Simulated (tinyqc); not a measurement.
Inside a calculation. Method: extended Hueckel theory, for LiH-. The parameters take no account of the charge, which enters only through the electron count, and nothing here shows that the anion is bound. One step of it, computed by the program tinyqc.

Question. Wolfsberg-Helmholz matrix. H_ij = K' S_ij (H_ii + H_jj)/2 for i != j (the diagonal keeps H_ii), with K' = 1.5.

overlap S, order 1Li 2s, 1Li 2px, 1Li 2py, 1Li 2pz, 2H 1s:
```
[[1.000000, 0.000000, 0.000000, 0.000000, 0.369263],
 [0.000000, 1.000000, 0.000000, 0.000000, 0.000000],
 [0.000000, 0.000000, 1.000000, 0.000000, 0.000000],
 [0.000000, 0.000000, 0.000000, 1.000000, 0.486055],
 [0.369263, 0.000000, 0.000000, 0.486055, 1.000000]]
```

diagonal H_ii (eV): [-5.400000, -3.500000, -3.500000, -3.500000, -13.600000]

K = 1.500000

Give: H.

Answer.

H (eV), order 1Li 2s, 1Li 2px, 1Li 2py, 1Li 2pz, 2H 1s:
```
[[-5.400, 0.000, 0.000, 0.000, -5.262],
 [0.000, -3.500, 0.000, 0.000, 0.000],
 [0.000, 0.000, -3.500, 0.000, 0.000],
 [0.000, 0.000, 0.000, -3.500, -6.234],
 [-5.262, 0.000, 0.000, -6.234, -13.600]]
```
